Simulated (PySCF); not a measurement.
**SiH₄⁻: doublet, from a square planar start**

Where does doublet SiH₄⁻ go from a square planar start, is the end point a minimum, and what are its modes, charges and moments?

The runs use PySCF 2.14.0; PBE0, basis Si def2-TZVPD, H def2-TZVPD, no relativity, density fitting.

### Step 1. Where the work starts

5 atoms, charge -1, spin multiplicity 2.

Bond lengths: Si1–H2 1.480 Å, Si1–H3 1.480 Å, Si1–H4 1.480 Å, Si1–H5 1.480 Å. Angles: H2–Si1–H3 90.0°, H2–Si1–H4 180.0°, H2–Si1–H5 90.0°, H3–Si1–H4 90.0°, H3–Si1–H5 180.0°, H4–Si1–H5 90.0°.

```xyz
5
charge -1 multiplicity 2
Si    0.0000    0.0000    0.0000
H     1.4800    0.0000    0.0000
H     0.0000    1.4800    0.0000
H    -1.4800    0.0000    0.0000
H     0.0000   -1.4800    0.0000
```

### Step 2. First SCF at the start

The steps below are one call of a driver around PySCF. For each, scf.py gives the equivalent set-up of the SCF; relaxations use the driver's own optimiser. After this first run the driver tries any further starts and a stability analysis.

Input file scf.py:

```python
from pyscf import gto, scf, dft
mol = gto.M(atom='''
Si     0.000000     0.000000     0.000000
H      1.480000     0.000000     0.000000
H      0.000000     1.480000     0.000000
H     -1.480000     0.000000     0.000000
H     -0.000000    -1.480000     0.000000''',
    basis={'Si': 'def2-TZVPD', 'H': 'def2-TZVPD'},
    charge=-1, spin=1)
mf = dft.UKS(mol, xc='PBE0')
mf.grids.atom_grid = (50, 194)
aux = {'Si': 'def2-universal-JKFIT', 'H': 'def2-universal-JKFIT'}
mf = mf.density_fit(auxbasis=aux)
mf.conv_tol = 1e-08
mf.diis_space = 10
mf.max_cycle = 60
mf.init_guess = 'minao'
mf.verbose = 4
mf.kernel()
```

Command:

```console
> OMP_NUM_THREADS=4 python axn.py task.json out
```

The log of the run:

```text
init E= -291.480628057092
[... the frontier-level lines of each cycle are left out ...]
cycle= 1 E= -291.637419013216  delta_E= -0.157  |g|= 0.164  |ddm|= 1.04
cycle= 2 E= -291.658362693851  delta_E= -0.0209  |g|= 0.0991  |ddm|= 0.545
cycle= 3 E= -291.666986775495  delta_E= -0.00862  |g|= 0.0246  |ddm|= 0.155
cycle= 4 E= -291.667237866612  delta_E= -0.000251  |g|= 0.0028  |ddm|= 0.0249
cycle= 5 E= -291.667244467249  delta_E= -6.6e-06  |g|= 0.000643  |ddm|= 0.00585
cycle= 6 E= -291.667245075141  delta_E= -6.08e-07  |g|= 0.000154  |ddm|= 0.0019
cycle= 7 E= -291.667245109942  delta_E= -3.48e-08  |g|= 1.26e-05  |ddm|= 0.00064
cycle= 8 E= -291.667245110173  delta_E= -2.31e-10  |g|= 1.73e-06  |ddm|= 7.97e-05
Extra cycle  E= -291.667245110173  delta_E= -2.27e-13  |g|= 1.04e-06  |ddm|= 6.08e-06
converged SCF energy = -291.667245110173  <S^2> = 0.75559875  2S+1 = 2.0055909
```

This step, with its further starts and checks, took 2.5 s on 4 threads of Arm Neoverse V1, shared host.

No lower solution of this spin turned up in the test of internal stability.

### Step 3. Relaxing the doublet from the square planar start

The program finds D4h symmetry in the start, which this walk keeps. The walk stops when the largest gradient is under 0.0003 Eh/bohr and the energy has settled too.

Changes to scf.py since step 2:

```diff
@@ -7 +7 @@
-H     -0.000000    -1.480000     0.000000''',
+H      0.000000    -1.480000     0.000000''',
@@ -17 +16,0 @@
-mf.init_guess = 'minao'
```

Energy and gradient, step by step:

```tsv
step	energy (Eh)	change (kJ/mol)	largest symmetric gradient (Eh/bohr)
0	-291.667245	0.00	0.02691
1	-291.674523	-19.11	0.00793
2	-291.675329	-21.22	0.00131
3	-291.675353	-21.29	0.00008
4	-291.675353	-21.29	0.00000
```

The walk took 7.5 s.

Geometry (Å) and forces (eV/Å) at some steps:

```
step 0
Si   0.000   0.000   0.000   0.000   0.000   0.000
H    1.480   0.000   0.000   1.384   0.000   0.000
H    0.000   1.480   0.000   0.000   1.384   0.000
H   -1.480   0.000   0.000  -1.384   0.000   0.000
H    0.000  -1.480   0.000   0.000  -1.384   0.000
step 1
Si   0.000   0.000   0.000   0.000   0.000   0.000
H    1.536   0.000   0.000   0.408   0.000   0.000
H    0.000   1.536   0.000   0.000   0.408   0.000
H   -1.536   0.000   0.000  -0.408   0.000   0.000
H    0.000  -1.536   0.000   0.000  -0.408   0.000
step 2
Si   0.000   0.000   0.000   0.000   0.000   0.000
H    1.560   0.000   0.000   0.067   0.000   0.000
H    0.000   1.560   0.000   0.000   0.067   0.000
H   -1.560   0.000   0.000  -0.067   0.000   0.000
H    0.000  -1.560   0.000   0.000  -0.067   0.000
step 3
Si   0.000   0.000   0.000   0.000   0.000   0.000
H    1.565   0.000   0.000   0.004   0.000   0.000
H    0.000   1.565   0.000   0.000   0.004   0.000
H   -1.565   0.000   0.000  -0.004   0.000   0.000
H    0.000  -1.565   0.000   0.000  -0.004   0.000
step 4
Si   0.000   0.000   0.000   0.000   0.000   0.000
H    1.565   0.000   0.000   0.000   0.000   0.000
H    0.000   1.565   0.000   0.000   0.000   0.000
H   -1.565   0.000   0.000   0.000   0.000   0.000
H    0.000  -1.565   0.000   0.000   0.000   0.000
```

After 4 steps and 21.3 kJ/mol it ends at D4h: Si–H 1.565 Å (×4); H–Si–H 90.0° (×4), H–Si–H 180.0° (×2).

### Step 4. Hessian and properties

On the finer grid the gradient is checked again; gradients at displacements of ±0.02 bohr then give force constants and infrared intensities.

Changes to scf.py since step 3:

```diff
@@ -4,4 +4,4 @@
-H      1.480000     0.000000     0.000000
-H      0.000000     1.480000     0.000000
-H     -1.480000     0.000000     0.000000
-H      0.000000    -1.480000     0.000000''',
+H      1.564793    -0.000000     0.000000
+H     -0.000000     1.564793     0.000000
+H     -1.564793     0.000000     0.000000
+H      0.000000    -1.564793     0.000000''',
@@ -11 +11 @@
-mf.grids.atom_grid = (50, 194)
+mf.grids.atom_grid = (75, 302)
@@ -14 +14 @@
-mf.conv_tol = 1e-08
+mf.conv_tol = 1e-10
```

This SCF starts from the last density.

SCF at the final geometry:

```text
init E= -291.675343798388
[... the frontier-level lines of each cycle are left out ...]
cycle= 1 E= -291.675343798389  delta_E= -3.41e-13  |g|= 2.38e-07  |ddm|= 6.68e-07
Extra cycle  E= -291.675343798388  delta_E= 9.09e-13  |g|= 2.04e-07  |ddm|= 4.76e-07
converged SCF energy = -291.675343798388  <S^2> = 0.75647576  2S+1 = 2.0064653
```

The whole step took 23 s.

Geometry: D4h; Si–H 1.565 Å (×4); H–Si–H 90.0° (×4), H–Si–H 180.0° (×2).

Harmonic modes (main isotopes):

| symmetry | ω (cm⁻¹) | IR (km/mol) | μ (u) | type |
| --- | --- | --- | --- | --- |
| b2u | 860i | 0.0 | 1.01 | bend |
| a2u | 183i | 0.0 | 1.15 | bend |
| eu | 1064 | 907 | 1.09 | bend |
| b2g | 1333 | 0.0 | 1.01 | bend |
| b1g | 1483 | 0.0 | 1.01 | stretch |
| eu | 1767 | 1700 | 1.05 | stretch |
| a1g | 1911 | 0.0 | 1.01 | stretch |

2 modes are imaginary, the largest at 860i cm⁻¹: a saddle point, not a minimum.

Properties at this point:

- Dipole moment about the centre of mass: 0.00 D
- Highest occupied level: 0.36 eV
- Lowest empty level: 3.66 eV
- Rotational constants: 3.416, 3.416, 1.708 cm⁻¹
- Zero-point energy (real modes): 62.1 kJ/mol
- Principal polarisabilities: 65.2, 65.2, 69.1 bohr³
- Principal traceless quadrupole moments about the centre of mass: -2.64, -2.64, 5.29 D Å
- Spin squared ⟨S²⟩: 0.756

Charges (e) and bond orders:

```
    atom  Mulliken  Löwdin  polar tensor  spin (Mulliken)  Mayer order to Si1
     Si1     -0.88   -0.07          0.51             1.18                   –
H2,3,4,5     -0.03   -0.23         -0.38            -0.05                0.94
```

Outer orbital energies (eV). α occupied: -93.77, -93.49, -93.49, -8.81, -3.92, -3.92, -0.17, 0.36; empty: 4.39, 5.35, 6.33, 6.53. β occupied: -138.79, -93.46, -93.42, -93.42, -8.16, -3.81, -3.81, -0.23; empty: 3.66, 4.59, 6.32, 6.43.

Mulliken populations on Si1: s 5.30, p 8.93, d 0.62, f 0.02.

### Step 5. Following the imaginary mode

The start is the last point, displaced along its most imaginary mode.

The program finds D2d symmetry in the start, which this walk keeps. The walk stops when the largest gradient is under 0.0003 Eh/bohr and the energy has settled too.

Changes to scf.py since step 4:

```diff
@@ -4,4 +4,4 @@
-H      1.564793    -0.000000     0.000000
-H     -0.000000     1.564793     0.000000
-H     -1.564793     0.000000     0.000000
-H      0.000000    -1.564793     0.000000''',
+H      1.564793    -0.000000    -0.120000
+H      0.000000     1.564793     0.120000
+H     -1.564793    -0.000000    -0.120000
+H     -0.000000    -1.564793     0.120000''',
@@ -11 +11 @@
-mf.grids.atom_grid = (75, 302)
+mf.grids.atom_grid = (50, 194)
@@ -14 +14 @@
-mf.conv_tol = 1e-10
+mf.conv_tol = 1e-08
```

The optimiser's trace:

```tsv
step	energy (Eh)	change (kJ/mol)	largest symmetric gradient (Eh/bohr)
0	-291.677901	0.00	0.00494
1	-291.683023	-13.45	0.00575
2	-291.688176	-26.98	0.00710
3	-291.691563	-35.87	0.00600
4	-291.692142	-37.39	0.00107
5	-291.692165	-37.45	0.00004
```

The walk took 6.6 s.

End point (D2d, 5 steps, 37.4 kJ/mol gained): Si–H 1.535 Å (×4); H–Si–H 96.4° (×4), H–Si–H 141.1° (×2).

### Step 6. Hessian and properties

The same treatment as at the point before.

Changes to scf.py since step 5:

```diff
@@ -3,5 +3,5 @@
-Si     0.000000     0.000000     0.000000
-H      1.564793    -0.000000    -0.120000
-H      0.000000     1.564793     0.120000
-H     -1.564793    -0.000000    -0.120000
-H     -0.000000    -1.564793     0.120000''',
+Si    -0.000000    -0.000000    -0.000000
+H      1.446805    -0.000000    -0.511603
+H      0.000000     1.446805     0.511603
+H     -1.446805    -0.000000    -0.511603
+H      0.000000    -1.446805     0.511603''',
@@ -11 +11 @@
-mf.grids.atom_grid = (50, 194)
+mf.grids.atom_grid = (75, 302)
@@ -14 +14 @@
-mf.conv_tol = 1e-08
+mf.conv_tol = 1e-10
```

Log of the central SCF (cycles and frontier levels):

```text
init E= -291.692171000582
[... the frontier-level lines of each cycle are left out ...]
cycle= 1 E= -291.692171000583  delta_E= -1.59e-12  |g|= 2.91e-06  |ddm|= 1.34e-05
Extra cycle  E= -291.692171000587  delta_E= -3.41e-12  |g|= 2.39e-06  |ddm|= 6.21e-06
converged SCF energy = -291.692171000587  <S^2> = 0.75331509  2S+1 = 2.0033124
```

The whole step took 32 s on 4 threads of Arm Neoverse V1, shared host.

Geometry: D2d; Si–H 1.535 Å (×4); H–Si–H 96.4° (×4), H–Si–H 141.1° (×2).

Modes, for the most abundant isotopes:

```csv
symmetry,ω (cm⁻¹),IR (km/mol),μ (u)
b2,999i,0.9,1.09
a1,660,0.0,1.01
e,915,231,1.09
b1,1174,0.0,1.01
b2,1507,565,1.05
e,1907,847,1.05
a1,1986,0.0,1.01
```

With 1 mode imaginary (up to 999i cm⁻¹) this point is a saddle.

Properties at this point:

```
Dipole moment about the centre of mass                          : 0.00 D
Highest occupied level                                          : 2.49 eV
Lowest empty level                                              : 4.36 eV
Rotational constants                                            : 3.196, 3.196, 1.998 cm⁻¹
Zero-point energy (real modes)                                  : 65.6 kJ/mol
Principal polarisabilities                                      : 87.9, 87.9, 142.5 bohr³
Principal traceless quadrupole moments about the centre of mass : -0.94, -0.94, 1.89 D Å
Spin squared ⟨S²⟩                                               : 0.753
```

Populations by atom (charges in e):

| atom | Mulliken | Löwdin | polar tensor | spin (Mulliken) | Mayer order to Si1 |
| --- | --- | --- | --- | --- | --- |
| Si1 | -1.12 | -0.05 | -0.31 | 1.09 | – |
| H2,3,4,5 | 0.03 | -0.24 | -0.17 | -0.02 | 0.90 |

Outer orbital energies (eV). α occupied: -93.42, -93.30, -93.30, -8.98, -4.17, -4.17, -2.22, 2.49; empty: 4.36, 5.85, 6.11, 6.11. β occupied: -138.63, -93.28, -93.28, -93.28, -8.54, -3.88, -3.88, -1.91; empty: 4.66, 4.81, 6.36, 6.49.

Mulliken populations on Si1: s 5.37, p 9.13, d 0.61, f 0.02.

### Step 7. Leaving the saddle point

The atoms are moved a little along the softest imaginary mode and relaxed again.

The program finds C2v symmetry in the start, which this walk keeps. The walk stops when the largest gradient is under 0.0003 Eh/bohr and the energy has settled too.

Changes to scf.py since step 6:

```diff
@@ -3,5 +3,5 @@
-Si    -0.000000    -0.000000    -0.000000
-H      1.446805    -0.000000    -0.511603
-H      0.000000     1.446805     0.511603
-H     -1.446805    -0.000000    -0.511603
-H      0.000000    -1.446805     0.511603''',
+Si     0.000000     0.000000     0.013576
+H      1.372482    -0.000000    -0.605817
+H     -0.000000     1.521127     0.417390
+H     -1.372482    -0.000000    -0.605817
+H      0.000000    -1.521127     0.417390''',
@@ -11 +11 @@
-mf.grids.atom_grid = (75, 302)
+mf.grids.atom_grid = (50, 194)
@@ -14 +14 @@
-mf.conv_tol = 1e-10
+mf.conv_tol = 1e-08
```

Steps of the walk:

```tsv
step	energy (Eh)	change (kJ/mol)	largest symmetric gradient (Eh/bohr)
0	-291.695559	0.00	0.02126
1	-291.701329	-15.15	0.01329
2	-291.704265	-22.86	0.00569
3	-291.704779	-24.21	0.00678
4	-291.704981	-24.74	0.00346
5	-291.705037	-24.89	0.00052
6	-291.705041	-24.90	0.00027
7	-291.705042	-24.90	0.00001
```

The walk took 11 s.

After 7 steps and 24.9 kJ/mol it ends at C2v: Si–H 1.520 Å (×2), Si–H 1.623 Å (×2); H–Si–H 94.8° (×4), H–Si–H 104.1°, H–Si–H 164.2°.

### Step 8. Vibrations and properties at this point

As before: finer grid, then central differences.

Changes to scf.py since step 7:

```diff
@@ -3,5 +3,5 @@
-Si     0.000000     0.000000     0.013576
-H      1.372482    -0.000000    -0.605817
-H     -0.000000     1.521127     0.417390
-H     -1.372482    -0.000000    -0.605817
-H      0.000000    -1.521127     0.417390''',
+Si     0.000000     0.000000     0.044820
+H      1.198900    -0.000000    -0.889617
+H      0.000000     1.607784     0.267527
+H     -1.198900    -0.000000    -0.889617
+H      0.000000    -1.607784     0.267527''',
@@ -11 +11 @@
-mf.grids.atom_grid = (50, 194)
+mf.grids.atom_grid = (75, 302)
@@ -14 +14 @@
-mf.conv_tol = 1e-08
+mf.conv_tol = 1e-10
```

Log of the central SCF (cycles and frontier levels):

```text
init E= -291.705039615596
[... the frontier-level lines of each cycle are left out ...]
cycle= 1 E= -291.7050396156  delta_E= -4.32e-12  |g|= 1.15e-06  |ddm|= 2.58e-05
Extra cycle  E= -291.705039615603  delta_E= -3.07e-12  |g|= 9.86e-07  |ddm|= 1.23e-05
converged SCF energy = -291.705039615603  <S^2> = 0.75659932  2S+1 = 2.0065885
```

The whole step took 44 s.

Geometry: C2v; Si–H 1.520 Å (×2), Si–H 1.623 Å (×2); H–Si–H 94.8° (×4), H–Si–H 104.1°, H–Si–H 164.2°.

Modes, for the most abundant isotopes:

```
symmetry  ω (cm⁻¹)  IR (km/mol)     type
      b2       686         48.7     bend
      a1       744         16.4     bend
      a1       791         29.3     bend
      b1       971          342     bend
      a2      1017          0.0     bend
      b1      1407         1530  stretch
      a1      1499          0.9  stretch
      a1      2022          139  stretch
      b2      2022          353  stretch
```

All wavenumbers are real: a minimum.

Constants and moments:

```yaml
Dipole_moment_about_the_centre_of_mass: 0.06 D
Highest_occupied_level: 1.77 eV
Lowest_empty_level: 4.41 eV
Rotational_constants: 3.592, 2.406, 2.079 cm⁻¹
Zero-point_energy: 66.7 kJ/mol
Principal_polarisabilities: 60.0, 79.1, 102.1 bohr³
Principal_traceless_quadrupole_moments_about_the_centre_of_mass: -7.53, 2.72, 4.81 D Å
Entropy_at_298.15_K_and_1_bar_electronic_part_spin_only: 228.1 J/(mol K)
Heat_capacity_Cp_at_298.15_K: 46.8 J/(mol K)
Enthalpy_at_298.15_K_above_0_K: 10.93 kJ/mol
Rotational_symmetry_number: 2
Spin_squared_⟨S²⟩: 0.757
```

Charges (e) and bond orders:

```
atom  Mulliken  Löwdin  polar tensor  spin (Mulliken)  Mayer order to Si1
 Si1     -0.94   -0.03          0.40             0.72                   –
H2,4     -0.02   -0.23         -0.31            -0.03                1.02
H3,5     -0.01   -0.26         -0.40             0.17                1.08
```

Mulliken populations on Si1: s 5.40, p 8.97, d 0.56, f 0.01.

### Step 9. The points found, side by side

| spin | group | bonds | imaginary modes (cm⁻¹) | ΔE (kJ/mol) | with zero-point energy |
| --- | --- | --- | --- | --- | --- |
| doublet | C2v | Si–H 1.520 Å (×2), Si–H 1.623 Å (×2) | none | 0.0 | 0.0 |
| doublet | D2d | Si–H 1.535 Å (×4) | 999i | 33.8 | – |
| doublet | D4h | Si–H 1.565 Å (×4) | 860i, 183i | 78.0 | – |

### Step 10. Results

| quantity | value |
| --- | --- |
| minimum | doublet, C2v |
| geometry | Si–H 1.520 Å (×2), Si–H 1.623 Å (×2); H–Si–H 94.8° (×4), H–Si–H 104.1°, H–Si–H 164.2° |
| wavenumbers (cm⁻¹) | 686 (b2), 744 (a1), 791 (a1), 971 (b1), 1017 (a2), 1407 (b1), 1499 (a1), 2022 (a1), 2022 (b2) |
| dipole moment (centre of mass) | 0.06 D |
| highest occupied, lowest empty level (either spin) | 1.77, 4.41 eV |
| polar-tensor charge of Si1 | +0.40 e |
| zero-point energy | 66.7 kJ/mol |
| entropy at 298.15 K | 228.1 J/(mol K) |
| ⟨S²⟩ | 0.757 |

**Reading.** The square planar start (D4h) ends in a minimum of C2v symmetry, after a stop at a saddle point 33.8 kJ/mol higher, from which it was pushed off along an imaginary mode. The strongest infrared band lies at 1407 cm⁻¹ (b1, stretch). Most of the spin sits on Si1 (Mulliken spin 0.72, against 1 for the whole molecule). Other starts or spin states, not run here, may lie lower. A highest occupied level above zero is common for anions with such functionals; it warns that the extra electron is poorly described.

The anion's highest level is positive in at least one run, so there the basis alone may hold the extra electron.

The search up to here took 2.1 min on 4 threads of Arm Neoverse V1, shared host.
